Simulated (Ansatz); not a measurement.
in.yaml

```yaml
crystal:
  periodic: [false, false, false]
  atoms:
    - {symbol: Sn, position_ang: [0.000000, -0.014391, 0.000000]}
    - {symbol: H, position_ang: [0.000000, 0.847453, -1.482753]}
    - {symbol: H, position_ang: [0.000000, 0.847453, 1.482753]}
basis:
  gaussian: {orbitals: def2-SVP}
magnetization: {spin_polarized: false, initial_magnetization: 4}
correlation: {method: fci, electrons: outside_noble_gas}
```

```sh
$ ansatz run in.yaml --threads 1 --pin off --events-out ev --progress --plain --max-ram 2393MiB
```

Output:

```
766 factors; integrals over basis functions are off by at most 1.7e-7 eV
mean field evaluation 1: about -5828.0666 eV, gradient 8.0e0 eV
mean field evaluation 2: about -5828.0780 eV, gradient 8.0e0 eV
mean field evaluation 4: about -5828.9193 eV, gradient 9.7e-1 eV
mean field evaluation 8: about -5828.9335 eV, gradient 4.1e-3 eV
mean field evaluation 16: about -5827.9085 eV, gradient 6.1e0 eV
mean field -5828.93345849 eV, -214.2093536067 hartree, gradient 1.5e-6 eV, S^2 6.000000; 2 other end points of the search recorded, 0 dependent functions left out
mean field evaluation 32: about -5829.0332 eV, gradient 1.2e0 eV
9 core orbitals not correlated: weight in the atoms' cores, before any rotation towards them, 0.999 or more for the frozen orbitals, at most 0.001 for the correlated occupied ones
reference -5828.93345849 eV, -214.2093536067 hartree; 5, 1 occupied and 22, 26 virtual orbitals, 766 factors
state -5830.93439798 eV, -214.2828867764 hartree
Total energy: -5830.93439798 eV, -214.2828867764 hartree
```

Ran on 1 thread of Arm Neoverse V1, shared host: 21 s wall, 0.19 GiB peak host memory.
